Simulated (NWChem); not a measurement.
# HNC (hydrogen isocyanide): levels of theory compared

We compute a comparison of 4 runs (HF/STO-3G, B3LYP/6-31G*, PBE/aug-cc-pVTZ, SVWN5/aug-cc-pVTZ) of HNC (hydrogen isocyanide). 

Program for the calculation: NWChem 7.3.0.

1 further run of the same task is left out (set aside as unsound or not needed). Runs told in other sessions of the task aren't counted.

## Step 1: Starting point

HNC has 3 atoms, charge 0, and is taken as a singlet. SMILES: `[C-]#[NH+]`. The coordinates come from a PBE0-D4/def2-TZVP relaxation.

Bond lengths: C1–N2 1.163 Å, N2–H3 0.997 Å. Angles: C1–N2–H3 180.0°.

## Step 2: Energy and gradient at HF/STO-3G (run 1)

Contents of m1.nw:

```
START m1
memory total 2200 mb
GEOMETRY units angstroms noautosym nocenter noautoz
  C    -0.623470    0.883520   -0.241540
  N     0.031410   -0.044070    0.012200
  H     0.592060   -0.839450    0.229340
END
BASIS spherical bse
  * library STO-3G
END
SCF
  singlet
  rhf
  thresh 1e-08
  maxiter 80
  print low
END
TASK scf gradient
```

The run is started by

```console
nwchem m1.nw > m1.out
```

The program printed:

```text
[...]
  functions       =    11
[...]
  wavefunction    = RHF
[...]
         Total SCF energy =    -91.644087965898
      One-electron energy =   -172.477765990522
      Two-electron energy =     56.546261693945
 Nuclear repulsion energy =     24.287416330679
        Time for solution =      0.1s
[...]
                         RHF ENERGY GRADIENTS
    atom               coordinates                        gradient
                 x          y          z           x          y          z
   1 C      -1.178187   1.669611  -0.456444    0.011084  -0.015732   0.004292
   2 N       0.059356  -0.083280   0.023055   -0.001514   0.002193  -0.000583
   3 H       1.118831  -1.586330   0.433390   -0.009570   0.013539  -0.003709
 Task  times  cpu:        0.1s     wall:        0.1s
 Total times  cpu:        0.1s     wall:        0.1s
```

It took 0.62 s on 1 thread of INTEL XEON PLATINUM 8581C at 2.10GHz (Emerald Rapids), shared host; peak memory 0.098 GiB.

## Step 3: Energy and gradient at B3LYP/6-31G(d) (spherical functions) (run 2)

Contents of nw.nw:

```
start nw
memory stack 880 mb heap 220 mb global 1100 mb

geometry units angstroms noautosym nocenter noautoz
   C     -0.623470     0.883520    -0.241540
   N      0.031410    -0.044070     0.012200
   H      0.592060    -0.839450     0.229340
end

basis "ao basis" spherical bse
   C library 6-31G*
   N library 6-31G*
   H library 6-31G*
end

dft
   xc b3lyp
   mult 1
   grid xfine
   convergence energy 1e-08
   iterations 100
   mulliken
end

task dft gradient
```

The run is started by

```console
nwchem nw.nw > nw.out
```

The program printed:

```text
[...]
          Wavefunction type:  closed shell.
          No. of atoms     :     3
          No. of electrons :    14
[...]
          Charge           :     0
          Spin multiplicity:     1
[...]
          AO basis - number of functions:    30
[...]
              XC Information
              --------------
                         B3LYP Method XC Potential
                     Hartree-Fock (Exact) Exchange  0.200
                        Slater Exchange Functional  0.800 local
                    Becke 1988 Exchange Functional  0.720 non-local
              Lee-Yang-Parr Correlation Functional  0.810
                  VWN I RPA Correlation Functional  0.190 local
[...]
 d= 0,ls=0.0,diis     1    -93.3759159691 -1.18D+02  1.26D-02  1.65D-01     0.5
[...]
 d= 0,ls=0.0,diis     8    -93.3930800446 -8.36D-10  9.95D-08  4.87D-12     2.4
         Total DFT energy =      -93.393080044624
      One electron energy =     -173.479953320440
           Coulomb energy =       68.425480696343
    Exchange-Corr. energy =      -12.626023751206
 Nuclear repulsion energy =       24.287416330679
[...]
  wavefunction    = closed shell
                         DFT ENERGY GRADIENTS
    atom               coordinates                        gradient
                 x          y          z           x          y          z
   1 C      -1.178187   1.669611  -0.456444    0.016629  -0.023569   0.006442
   2 N       0.059356  -0.083280   0.023055   -0.015141   0.021474  -0.005864
   3 H       1.118831  -1.586330   0.433390   -0.001489   0.002095  -0.000578
[...]
```

Run time: 3.6 s. Hardware: 1 thread of INTEL XEON PLATINUM 8581C at 2.10GHz (Emerald Rapids), shared host; peak memory 0.12 GiB.

Run 3 isn't shown in full; the table further down has it.

## Step 4: Energy and gradient at SVWN5/aug-cc-pVTZ (run 4)

Contents of nw.nw:

```
start nw
title "CHN gradient"
memory total 2200 mb

geometry noautosym nocenter noautoz
   C     -0.623470     0.883520    -0.241540
   N      0.031410    -0.044070     0.012200
   H      0.592060    -0.839450     0.229340
end

basis "ao basis" spherical bse
   C library aug-cc-pVTZ
   N library aug-cc-pVTZ
   H library aug-cc-pVTZ
end

dft
   xc slater vwn_5
   mult 1
   grid fine
   convergence energy 1e-08
   maxiter 100
   mulliken
end

task dft gradient
```

The run is started by

```console
nwchem nw.nw > nw.out
```

The program printed:

```text
[...]
          Wavefunction type:  closed shell.
          No. of atoms     :     3
          No. of electrons :    14
[...]
          Charge           :     0
          Spin multiplicity:     1
[...]
          AO basis - number of functions:   115
[...]
              XC Information
              --------------
                        Slater Exchange Functional  1.000 local
                      VWN V Correlation Functional  1.000 local
[...]
 d= 0,ls=0.0,diis     1    -92.5991829716 -1.17D+02  3.84D-03  8.03D-01     1.9
[...]
 d= 0,ls=0.0,diis     9    -92.6297726864 -3.25D-10  1.40D-08  1.99D-11    13.2
         Total DFT energy =      -92.629772686398
      One electron energy =     -173.322310008186
           Coulomb energy =       68.147172446236
    Exchange-Corr. energy =      -11.742051455127
 Nuclear repulsion energy =       24.287416330679
[...]
      Total Density - Mulliken Population Analysis
     ---------------------------------------------
    Atom       Charge   Shell Charges
 -----------   ------   -------------------------------------------------------
    1 C    6     6.38   1.91  0.24  0.95  0.80  0.12  0.74  1.15  0.37  0.00  0.03  0.06 -0.01  0.01  0.00
    2 N    7     6.83   1.91  0.24  0.91  0.30 -0.06  1.10  1.68  0.69  0.02  0.00  0.02  0.02  0.00 -0.00
    3 H    1     0.79   0.24  0.39  0.01 -0.00  0.02  0.07  0.02  0.00  0.03
[...]
  wavefunction    = closed shell
                         DFT ENERGY GRADIENTS
    atom               coordinates                        gradient
                 x          y          z           x          y          z
   1 C      -1.178187   1.669611  -0.456444    0.005029  -0.007137   0.001947
   2 N       0.059356  -0.083280   0.023055    0.001229  -0.001723   0.000477
   3 H       1.118831  -1.586330   0.433390   -0.006257   0.008860  -0.002425
[...]
```

Wall time 29 s (1 thread of INTEL XEON PLATINUM 8581C at 2.10GHz (Emerald Rapids), shared host); peak memory 0.12 GiB.

## Step 5: All runs side by side

| run | level | iteration cap | module | energy (Eh) | largest force (eV/Å) | wall time |
| --- | --- | --- | --- | --- | --- | --- |
| 1 | HF/STO-3G | 80 | scf | -91.644088 | 1.014 | 0.62 s |
| 2 | B3LYP/6-31G* (spherical functions) | 100 | dft | -93.393080 | 1.520 | 3.6 s |
| 3 | PBE/aug-cc-pVTZ | 100 | dft | -93.321541 | 1.319 | 30 s |
| 4 | SVWN5/aug-cc-pVTZ | 100 | dft | -92.629773 | 0.572 | 29 s |

## Step 6: What came out

```
                       quantity         value
            run 4: total energy  -92.62977 Eh
           run 4: dipole moment        3.19 D
             run 4: HOMO energy      -7.60 eV
             run 4: LUMO energy      -1.11 eV
           run 4: HOMO–LUMO gap       6.49 eV
run 4: largest force on an atom    0.572 eV/Å
```

**Reading.** Over runs 2, 3, 4 the dipole moment (its size) runs from 2.98 D (B3LYP/6-31G*) to 3.19 D (SVWN5/aug-cc-pVTZ). The two ends differ in method and basis. Over runs 2, 3, 4 the HOMO–LUMO gap runs from 6.49 eV (SVWN5/aug-cc-pVTZ) to 9.27 eV (B3LYP/6-31G*). Totals of different functionals can't be ranked against each other. In run 1 the basis is minimal, so the values are rough. All runs together took 63 s, the longest 30 s.
